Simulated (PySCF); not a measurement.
Bonding in CH2S2

Compound: CH2S2.
SMILES with atom numbers: `[S:1]=[CH:2][SH:3]` (hydrogens: H4 on C2; H5 on S3)

Bond orders from the PBE0/pcSseg-1 density (PySCF). Isolated species at its PBE0-D3(BJ)/def2-SVP geometry (one conformer only).

**Question.** Where do the orders between heavy atoms depart from those drawn in the SMILES?

**Answer.** The largest departure is 0.216, at S1–C2 (drawn double, 1.784). Drawn single, order above 1.12: C2–S3 (1.147).

**Question.** Give the Mayer order of every bond, beside its length.

**Answer.** 
```
 bond  drawn as  length (Å)  Mayer order
S1–C2    double       1.620        1.784
C2–S3    single       1.730        1.147
C2–H4    single       1.103        0.898
S3–H5    single       1.354        0.921
```

By pair of heavy elements: C–S: lowest C2–S3 (1.147, 1.730 Å), highest S1–C2 (1.784, 1.620 Å).

**Question.** Sum the orders of all bonds at each heavy atom with more than one neighbour and set the sums beside the valence in the SMILES.

**Answer.** C2 3.829 (drawn 4), S3 2.068 (drawn 2). Orders between atoms that aren't bonded are not in these sums.

The Mayer order sums products of elements of PS (density times overlap matrix) between the two atoms' basis functions, so it depends on the basis set.

Conformer computed: `[S:1]=[CH:2][SH:3]`: H–S3–C2–S1 0°.
